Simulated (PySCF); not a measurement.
# SiN₂: structure of the triplet

The task is one start of a wider search on SiN₂: the triplet, from a bent start. It is relaxed, tested by its Hessian and followed downhill if it is a saddle.

Computed with PySCF 2.14.0. Level: PBE0, basis Si def2-TZVP, N def2-TZVP, no relativity, density fitting.

## 1. Starting geometry

3 atoms, charge 0, spin multiplicity 3.

Bond lengths: Si1–N2 1.670 Å, Si1–N3 1.670 Å. Angles: N2–Si1–N3 110.0°.

Coordinates in bohr (charge 0 multiplicity 3):
```
Si    0.0000    0.0000    0.0000
N     2.5851    0.0000    1.8102
N    -2.5851    0.0000    1.8102
```

## 2. First SCF at the start

One driver script runs all steps and calls PySCF; scf.py shows how it sets up the SCF of each step. The optimiser is the driver's own. After this first run the driver tries any further starts and a stability analysis.

scf.py reads:

```python
from pyscf import gto, scf, dft
mol = gto.M(atom='''
Si     0.000000     0.000000     0.000000
N      1.368000     0.000000     0.957900
N     -1.368000     0.000000     0.957900''',
    basis={'Si': 'def2-TZVP', 'N': 'def2-TZVP'},
    charge=0, spin=2)
mf = dft.UKS(mol, xc='PBE0')
mf.grids.atom_grid = (50, 194)
aux = {'Si': 'def2-universal-JKFIT', 'N': 'def2-universal-JKFIT'}
mf = mf.density_fit(auxbasis=aux)
mf.conv_tol = 1e-08
mf.diis_space = 10
mf.max_cycle = 60
mf.init_guess = 'minao'
mf.verbose = 4
mf.kernel()
```

Run with:

```bash
OMP_NUM_THREADS=4 python axn.py task.json out
```

The program printed:

```text
init E= -398.56421183607
[... the frontier-level lines of each cycle are left out ...]
cycle= 1 E= -398.474814187034  delta_E= 0.0894  |g|= 0.292  |ddm|= 1.26
cycle= 2 E= -398.23442991261  delta_E= 0.24  |g|= 0.735  |ddm|= 0.815
cycle= 3 E= -398.55291162619  delta_E= -0.318  |g|= 0.0637  |ddm|= 0.498
cycle= 4 E= -398.559365024012  delta_E= -0.00645  |g|= 0.0344  |ddm|= 0.106
cycle= 5 E= -398.563401045681  delta_E= -0.00404  |g|= 0.0188  |ddm|= 0.0904
cycle= 6 E= -398.566166676851  delta_E= -0.00277  |g|= 0.00916  |ddm|= 0.107
cycle= 7 E= -398.56680569108  delta_E= -0.000639  |g|= 0.00214  |ddm|= 0.0677
cycle= 8 E= -398.566815699705  delta_E= -1e-05  |g|= 0.000838  |ddm|= 0.0056
cycle= 9 E= -398.566817689779  delta_E= -1.99e-06  |g|= 0.000378  |ddm|= 0.00294
cycle= 10 E= -398.566817961766  delta_E= -2.72e-07  |g|= 0.000146  |ddm|= 0.000947
cycle= 11 E= -398.566818013558  delta_E= -5.18e-08  |g|= 4.81e-05  |ddm|= 0.00043
cycle= 12 E= -398.566818019113  delta_E= -5.55e-09  |g|= 1.85e-05  |ddm|= 0.000222
Extra cycle  E= -398.566818019854  delta_E= -7.41e-10  |g|= 1.77e-05  |ddm|= 4.28e-05
converged SCF energy = -398.566818019854  <S^2> = 2.5875939  2S+1 = 3.3690319
```

This step, with its further starts and checks, took 6.8 s on 4 threads of Arm Neoverse V1, shared host.

Energies from each starting density:

```
                      start  energy (Eh)
    the minimal-basis guess  -398.566818
a thermally smeared density  -398.566818
      a smeared PBE density  -398.566818
```

The test of internal stability and the other starts found no lower solution of this spin.

## 3. Bent start, triplet: relaxation

The program finds C2v symmetry in the start, which this walk keeps. The walk stops when the largest gradient is under 0.0003 Eh/bohr and the energy has settled too.

Changes to scf.py since step 2:

```diff
@@ -3,3 +3,3 @@
-Si     0.000000     0.000000     0.000000
-N      1.368000     0.000000     0.957900
-N     -1.368000     0.000000     0.957900''',
+Si     0.000000     0.000000    -0.479200
+N      1.368000     0.000000     0.478700
+N     -1.368000     0.000000     0.478700''',
@@ -15 +14,0 @@
-mf.init_guess = 'minao'
```

The optimiser's trace:

```
step  energy (Eh)  change (kJ/mol)  largest symmetric gradient (Eh/bohr)
   0  -398.566818             0.00                               0.01645
   1  -398.572504           -14.93                               0.01961
   2  -398.577533           -28.13                               0.01837
   3  -398.579938           -34.45                               0.01313
   4  -398.581824           -39.40                               0.00580
   5  -398.582726           -41.77                               0.01091
   6  -398.583303           -43.28                               0.00200
   7  -398.583430           -43.61                               0.00344
   8  -398.583466           -43.71                               0.00065
   9  -398.583470           -43.72                               0.00007
```

The walk took 9.8 s.

Geometry (Å) and forces (eV/Å) at some steps:

```
step 0
Si   0.000   0.000  -0.479   0.000   0.000   0.846
N    1.368   0.000   0.479   0.622   0.000  -0.423
N   -1.368   0.000   0.479  -0.622   0.000  -0.423
step 1
Si   0.000   0.000  -0.405   0.000   0.000   1.008
N    1.449   0.000   0.441   0.006   0.000  -0.504
N   -1.449   0.000   0.441  -0.006   0.000  -0.504
step 5
Si   0.000   0.000   0.036   0.000   0.000   0.225
N    1.647   0.000   0.221  -0.561   0.000  -0.112
N   -1.647   0.000   0.221   0.561   0.000  -0.112
step 9
Si   0.000   0.000   0.159   0.000   0.000   0.001
N    1.640   0.000   0.160  -0.003   0.000   0.000
N   -1.640   0.000   0.160   0.003   0.000   0.000
```

After 9 steps and 43.7 kJ/mol it ends at D∞h: Si–N 1.640 Å (×2); N–Si–N 179.9°.

## 4. Hessian and properties

The point is checked on the finer grid, and tightened if its gradient asks for it. The Hessian and the dipole derivatives come from central differences of analytic gradients, with steps of 0.02 bohr.

Changes to scf.py since step 3:

```diff
@@ -3,3 +3,3 @@
-Si     0.000000     0.000000    -0.479200
-N      1.368000     0.000000     0.478700
-N     -1.368000     0.000000     0.478700''',
+Si    -0.000000     0.000000     0.000000
+N      1.639699     0.000000     0.000000
+N     -1.639699     0.000000     0.000000''',
@@ -9 +9 @@
-mf.grids.atom_grid = (50, 194)
+mf.grids.atom_grid = (75, 302)
@@ -12 +12 @@
-mf.conv_tol = 1e-08
+mf.conv_tol = 1e-10
```

The driver hands on the density of the step before, so the log starts near convergence.

Log of the central SCF (cycles and frontier levels):

```text
init E= -398.583482024207
[... the frontier-level lines of each cycle are left out ...]
cycle= 1 E= -398.583482023416  delta_E= 7.9e-10  |g|= 3.79e-05  |ddm|= 2.47e-05
cycle= 2 E= -398.58348200691  delta_E= 1.65e-08  |g|= 0.000173  |ddm|= 0.000112
cycle= 3 E= -398.583482024248  delta_E= -1.73e-08  |g|= 4.48e-07  |ddm|= 9.22e-05
cycle= 4 E= -398.583482024249  delta_E= -5.68e-13  |g|= 3.01e-07  |ddm|= 5.25e-07
Extra cycle  E= -398.58348202425  delta_E= -1.76e-12  |g|= 4.44e-07  |ddm|= 6.12e-07
converged SCF energy = -398.58348202425  <S^2> = 2.2087793  2S+1 = 3.136099
```

The whole step took 13 s.

Geometry: D∞h; Si–N 1.640 Å (×2); N–Si–N 180.0°.

Modes, for the most abundant isotopes:

```tsv
symmetry	ω (cm⁻¹)	IR (km/mol)	μ (u)	type
πu	113	47.7	18.67	bend
σg+	846	0.0	14.00	stretch
σu+	955	510	18.67	stretch
```

All wavenumbers are real: a minimum.

Properties at this point:

| Property | Result |
| --- | --- |
| Dipole moment | 0.00 D |
| Highest occupied level | -8.43 eV |
| Lowest empty level | -5.04 eV |
| Rotational constants | 0.2239 cm⁻¹ |
| Zero-point energy | 12.1 kJ/mol |
| Principal polarisabilities | 33.7, 33.7, 82.4 bohr³ |
| Atomisation energy without zero-point energy | 647 kJ/mol |
| Principal traceless quadrupole moments about the centre of mass | -9.90, 4.95, 4.95 D Å |
| Entropy at 298.15 K and 1 bar (electronic part: spin only) | 255.7 J/(mol K) |
| Heat capacity Cp at 298.15 K | 49.5 J/(mol K) |
| Enthalpy at 298.15 K above 0 K | 12.70 kJ/mol |
| Rotational symmetry number | 2 |
| Spin squared ⟨S²⟩ | 2.209 |

Charges (e) and bond orders:

```
atom  Mulliken  Löwdin  polar tensor  spin (Mulliken)  Mayer order to Si1
 Si1      0.47    0.24         -0.51            -0.57                   –
N2,3     -0.24   -0.12          0.26             1.28                2.00
```

Mulliken populations on Si1: s 5.07, p 8.13, d 0.27, f 0.07.

## 5. Results

```
                                          quantity                             value
                                           minimum                      triplet, D∞h
                                          geometry  Si–N 1.640 Å (×2); N–Si–N 180.0°
                                wavenumbers (cm⁻¹)    113 (πu), 846 (σg+), 955 (σu+)
                                     dipole moment                            0.00 D
highest occupied, lowest empty level (either spin)                   -8.43, -5.04 eV
                        polar-tensor charge of Si1                           -0.51 e
                                 zero-point energy                       12.1 kJ/mol
                               entropy at 298.15 K                   255.7 J/(mol K)
         atomisation energy (no zero-point energy)                        647 kJ/mol
                                              ⟨S²⟩                             2.209
```

The bent start (C2v) ends in a minimum of D∞h symmetry. The strongest infrared band lies at 955 cm⁻¹ (σu+, stretch). Si1 has a polar-tensor charge of -0.5 e (a dipole derivative, not a static charge), yet symmetry cancels the bond dipoles. Only this shape and spin were tried, so other structures or states may lie lower. The determinant is spin-contaminated (⟨S²⟩ = 2.21, pure value 2.00).

The search up to here took 30 s.
